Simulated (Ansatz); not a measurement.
Species: CHN, SMILES `C#N` (charge 0, multiplicity 1).

Problem. Give a relaxed geometry from Ansatz (a program for electronic structure) with PBE0-D3(BJ)/def2-SVP.

Solution. the end point of this relaxation (outside a Z-matrix the atoms follow the SMILES, hydrogens last).
Bond lengths (Å): C1–N2 1.154, C1–H3 1.080. Bond angles (°): N2–C1–H3 180.0.
